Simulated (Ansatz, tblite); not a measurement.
**(H3Si)2S (Si2H6S): one state, many levels**

The task here is to estimate one member of a computed series from the others.

The runs use Ansatz 0.2.0, Gaussian basis; as each input shows.

Levels to be run: GFN1-xTB, GFN2-xTB, PBE-D4/def2-TZVP, r2SCAN-D4/def2-TZVP, LDA/def2-TZVP, BHLYP-D4/def2-TZVP, B2PLYP/def2-TZVP, PBE-QIDH/def2-TZVP, ωB97M-V/def2-TZVP, LC-ωPBE/def2-TZVP, B3LYP-D4/def2-TZVP, LC-ωPBE(0.10)/def2-TZVP, LC-ωPBE(0.15)/def2-TZVP, LC-ωPBE(0.20)/def2-TZVP, LC-ωPBE(0.30)/def2-TZVP, PBE-D4/def2-SVP, PBE0-D4/def2-SVP, HF/STO-3G, CCSD(T)/def2-TZVPP, MP2/def2-TZVP, RPA/def2-TZVP.

## The structure

The geometry is that of the singlet, from an earlier relaxation (PBE-D4/def2-TZVP).

9 atoms, charge 0, spin multiplicity 1.

Bond lengths: Si1–H2 1.495 Å, Si1–H3 1.495 Å, Si1–H4 1.492 Å, Si1–S5 2.151 Å, S5–Si6 2.151 Å, Si6–H7 1.495 Å, Si6–H8 1.495 Å, Si6–H9 1.492 Å. Angles: H2–Si1–H3 108.7°, H2–Si1–H4 110.0°, H2–Si1–S5 111.1°, H3–Si1–H4 110.0°, H3–Si1–S5 111.0°, H4–Si1–S5 106.1°, Si1–S5–Si6 97.7°, S5–Si6–H7 111.0°, S5–Si6–H8 111.0°, S5–Si6–H9 106.1°, H7–Si6–H8 108.7°, H7–Si6–H9 110.0°, H8–Si6–H9 110.0°.

Coordinates:

```
atom     x (Å)     y (Å)     z (Å)
 Si1   0.96989  -1.24947   0.35411
  H2   1.52524  -0.42792   1.47297
  H3   1.70825  -0.91283  -0.90165
  H4   1.12362  -2.70109   0.66286
  S5  -1.14110  -0.91001   0.12032
 Si6  -1.04747   1.18769  -0.34555
  H7  -0.25819   1.42470  -1.59294
  H8  -0.42177   1.95811   0.77267
  H9  -2.45847   1.63082  -0.54279
```

PBE0-D4/def2-TZVP was run before; its log isn't repeated, and its numbers join the tables.

Set-up of the first run:

Tight binding, by tblite at 300 K electronic temperature and without a spin-polarisation term:

```python
tblite.interface.Calculator('GFN1-xTB', numbers, positions, charge=0, uhf=0).singlepoint()
```

Tight binding, by tblite at 300 K electronic temperature and without a spin-polarisation term:

```python
tblite.interface.Calculator('GFN2-xTB', numbers, positions, charge=0, uhf=0).singlepoint()
```

start.molden holds the orbitals of an earlier run on this state, given as this run's starting guess.

Input file in.yaml:

```yaml
crystal:
  periodic: [false, false, false]
  atoms:
    - {symbol: Si, position_ang: [0.969888, -1.249465, 0.354106]}
    - {symbol: H, position_ang: [1.525237, -0.427924, 1.472971]}
    - {symbol: H, position_ang: [1.708246, -0.912828, -0.901646]}
    - {symbol: H, position_ang: [1.123617, -2.701088, 0.662860]}
    - {symbol: S, position_ang: [-1.141102, -0.910011, 0.120324]}
    - {symbol: Si, position_ang: [-1.047475, 1.187690, -0.345546]}
    - {symbol: H, position_ang: [-0.258186, 1.424700, -1.592943]}
    - {symbol: H, position_ang: [-0.421769, 1.958109, 0.772666]}
    - {symbol: H, position_ang: [-2.458467, 1.630817, -0.542793]}
basis:
  gaussian: {orbitals: def2-TZVP, initial_orbitals: start.molden}
hamiltonian: {xc: pbe, dispersion: d4}
scf: {omitted_lower_state_checks: [starts]}
output: {orbitals: {seedname: orbitals}}
```

The run is started by

```
> ansatz run in.yaml --threads 2 --pin off --events-out ev --progress --plain --max-ram 4352MiB
```

Steps of the session up to this table: PBE-D4/def2-TZVP; r2SCAN-D4/def2-TZVP; LDA/def2-TZVP; BHLYP-D4/def2-TZVP; B2PLYP/def2-TZVP; PBE-QIDH/def2-TZVP; ωB97M-V/def2-TZVP; LC-ωPBE/def2-TZVP; B3LYP-D4/def2-TZVP; LC-ωPBE(0.10)/def2-TZVP; LC-ωPBE(0.15)/def2-TZVP; LC-ωPBE(0.20)/def2-TZVP; LC-ωPBE(0.30)/def2-TZVP; PBE-D4/def2-SVP; PBE0-D4/def2-SVP; HF/STO-3G; CCSD(T)/def2-TZVPP; MP2/def2-TZVP; RPA/def2-TZVP.

One table of the session follows, with a row left open; its other results are not shown here.

```
             method  binding an atom (eV)
          HF/STO-3G                 3.154
       HF/def2-TZVP                 2.315
      HF/def2-TZVPP                 2.318
      LDA/def2-TZVP                 3.334
    PBE-D4/def2-SVP                 2.972
   PBE-D4/def2-TZVP                 2.997
r2SCAN-D4/def2-TZVP                 3.038
 B3LYP-D4/def2-TZVP                 3.030
   PBE0-D4/def2-SVP                 2.966
  PBE0-D4/def2-TZVP                 2.997
 BHLYP-D4/def2-TZVP                 3.007
  LC-ωPBE/def2-TZVP                     ?
  ωB97M-V/def2-TZVP                 3.048
      MP2/def2-TZVP                 2.886
    CCSD/def2-TZVPP                 2.936
 CCSD(T)/def2-TZVPP                 2.965
```

**Question.** Estimate the row for LC-ωPBE/def2-TZVP.

As computed: binding an atom (eV): 2.977. In the column «binding an atom (eV)» it lies between PBE-D4/def2-SVP (2.972) and PBE-D4/def2-TZVP (2.997).

Among the levels timed on like hardware and quicker than the yardstick, those that no quicker one beats, quickest first: HF/STO-3G (0.1 s, +0.188 eV); PBE-D4/def2-SVP (0.8 s, +0.007 eV); PBE0-D4/def2-SVP (1.1 s, +0.001 eV).

Limits of these values: Free atoms were run apart at each level; binding is atoms less cluster, divided by the number of atoms, without zero-point or spin-orbit terms. CCSD(T)/def2-TZVPP isn't at the basis-set limit; small misses against it rank nothing.
